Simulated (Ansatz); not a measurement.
C8H18 can be A, `CC(C)(C)C(C)(C)C`, or B, `CC(C)CC(C)(C)C`.

Isolated molecules relaxed with PBE0-D4/def2-TZVP in Ansatz; ΔE leaves out vibrations. CCSD(T)/CBS is the MP2 limit (def2-TZVPP, def2-QZVPP) plus CCSD(T) − MP2 in def2-TZVPP, frozen cores. DFT in def2-TZVPP. One conformer a species, not always the lowest.

(1) Which is lower in electronic energy at CCSD(T)/CBS, and by how much? (Best estimate.)

(2) Give E(B) − E(A) in kJ/mol with HF/def2-TZVPP, CCSD(T)/def2-TZVPP, CCSD/def2-TZVPP, LDA (SPW92), BLYP-D4, ωB97M-V, CCSD(T)/def2-SVP. (Estimate.)

Largest T1 diagnostic: 0.009.

Answers

(1) Computed: A, by 2.2 kJ/mol.

(2) The calculation gave: HF/def2-TZVPP -18.3, CCSD(T)/def2-TZVPP 3.0, CCSD/def2-TZVPP -0.3, LDA (SPW92) 4.9, BLYP-D4 -3.5, ωB97M-V 1.5, CCSD(T)/def2-SVP 1.3. The order is the other way round with HF/def2-TZVPP, BLYP-D4.

In def2-TZVPP, CCSD(T) changes the Hartree–Fock value by +21.2 kJ/mol (the triples alone add +3.3 kJ/mol) and MP2 by +25.2 kJ/mol. From BLYP to BHLYP (50 % exact exchange), in def2-TZVPP and without D4, E(B) − E(A) moves by +5.1 kJ/mol.
